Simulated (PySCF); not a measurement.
C4H10. Atoms are numbered in the order given.

```xyz
14

C     -1.2637    -0.7296    -0.0952
C      0.0000     0.0000     0.3715
C      0.0000     1.4592    -0.0952
C      1.2637    -0.7296    -0.0952
H     -2.1759    -0.2278     0.2665
H     -1.3140    -0.7586    -1.1975
H     -1.2852    -1.7704     0.2665
H      0.0000     0.0000     1.4778
H     -0.8906     1.9983     0.2665
H      0.0000     1.5173    -1.1975
H      0.8906     1.9983     0.2665
H      2.1759    -0.2278     0.2665
H      1.2852    -1.7704     0.2665
H      1.3140    -0.7586    -1.1975
```
Charge 0, spin multiplicity 1.

Geometry: B3LYP-D3(BJ)/def2-SVP.

All values below come from TDDFT-B3LYP/def2-SVPD (PySCF).

Vertical excitations; the highest root listed may be one member of a degenerate set. Gas-phase values at a fixed geometry. State labels are in the subgroup Cs.

| state | symmetry | energy (eV) | λ (nm) | f | main pairs |
|---|---|---|---|---|---|
| S1 | A' | 8.34 | 149 | 0.008 | HOMO→LUMO 99 % |
| S2 | A" | 8.56 | 145 | 0.073 | HOMO−1→LUMO (degenerate set) |
| S3 | A' | 8.56 | 145 | 0.073 | HOMO−2→LUMO (degenerate set) |
| S4 | A" | 9.30 | 133 | 0.010 | HOMO→LUMO+2 (degenerate set) |
| S5 | A' | 9.30 | 133 | 0.010 | HOMO→LUMO+1 (degenerate set) |
| S6 | A" | 9.35 | 133 | 0.000 | HOMO−3→LUMO 80 % |
| S7 | A' | 9.42 | 132 | 0.236 | HOMO→LUMO+3 98 % |
| S8 | A' | 9.52 | 130 | 0.000 | HOMO−1→LUMO+2, HOMO−2→LUMO+1 (degenerate set) |
| S9 | A" | 9.52 | 130 | 0.000 | HOMO−1→LUMO+1, HOMO−2→LUMO+2 (degenerate set) |
| S10 | A" | 9.56 | 130 | 0.003 | HOMO−1→LUMO+3 99 % |
| T1 | A' | 8.11 | 153 | 0 | HOMO→LUMO 95 % |
| T2 | A" | 8.37 | 148 | 0 | HOMO−1→LUMO (degenerate set) |
| T3 | A' | 8.37 | 148 | 0 | HOMO−2→LUMO (degenerate set) |
| T4 | A' | 8.93 | 139 | 0 | HOMO→LUMO+3 93 % |
Triplets are in the Tamm–Dancoff approximation, which puts them higher than full response would, so one can lie above its singlet here.
